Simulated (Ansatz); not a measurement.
Reaction (SMILES): [C-]#[S+] (C-S) + 3 [H][H] (H2) → C (CH4) + S (H2S)
B3LYP-D3(BJ)/def2-TZVP geometries, fixed; electronic energies without zero-point terms.
Largest species:
```xyz
5

C      0.0000     0.0000     0.0000
H      0.6205     0.6269     0.6390
H     -0.6429    -0.6249     0.6185
H      0.6369    -0.6328    -0.6166
H     -0.6146     0.6308    -0.6409
```

Basis-set convergence of the energy of full hydrogenation at MP2 with Ansatz (a quantum-chemistry and plane-wave program). Cartesian d functions, on some or all atoms, in 6-31G*, 6-31G**, 6-311+G**; all else is spherical. Cores are frozen. No added dispersion term, no relativity. Functions are those of the species that has most. Reference: Hartree-Fock in aug-cc-pV(Q+d)Z plus the correlation part extrapolated as X^-3 from aug-cc-pV(T+d)Z and aug-cc-pV(Q+d)Z, -104.36 kcal/mol, itself unsure by roughly 0.11 kcal/mol (a third of the extrapolation step and of the last Hartree-Fock step). Deviations are taken from unrounded values.

| basis | functions | energy of full hydrogenation (kcal/mol) | minus reference (kcal/mol) |
|---|---|---|---|
| STO-3G | 14 | -87.73 | 16.63 |
| 6-31G | 22 | -91.50 | 12.86 |
| 6-31G* | 34 | -91.71 | 12.65 |
| def2-SVP | 34 | -105.15 | -0.79 |
| pcseg-1 | 34 | -101.26 | 3.10 |
| 6-31G** | 35 | -99.97 | 4.39 |
| cc-pV(D+d)Z | 37 | -100.67 | 3.69 |
| def2-SVPD | 52 | -110.22 | -5.87 |
| 6-311+G** | 53 | -98.13 | 6.23 |
| aug-cc-pV(D+d)Z | 59 | -102.92 | 1.44 |
| 6-311++G(2d,2p) | 67 | -101.94 | 2.41 |
| cc-pV(T+d)Z | 86 | -104.00 | 0.36 |
| def2-TZVPP | 87 | -103.44 | 0.91 |
| def2-TZVPPD | 105 | -104.05 | 0.30 |
| 6-311++G(3df,3pd) | 111 | -104.30 | 0.05 |
| cc-pV(Q+d)Z | 175 | -104.42 | -0.06 |
| def2-QZVPP | 177 | -104.44 | -0.08 |
| pcseg-3 | 192 | -105.18 | -0.82 |

The smallest set listed that lies within 2 kcal/mol of the reference with all its larger relatives (same family, alike in diffuse functions; a set with none counts only in the reference's own line) is aug-cc-pV(D+d)Z (59 functions, 1.44 kcal/mol off). Inside the window by cancellation, since a larger relative falls out: def2-SVP. Inside, with no larger relative to test it: 6-311++G(3df,3pd), pcseg-3. (Relatives not listed, tested too: def2-TZVP 4.99, jun-cc-pV(T+d)Z 0.57, aug-cc-pV(T+d)Z -0.16, def2-QZVP -0.08, def2-QZVPPD 0.03, aug-cc-pV(Q+d)Z 0.05 kcal/mol.)
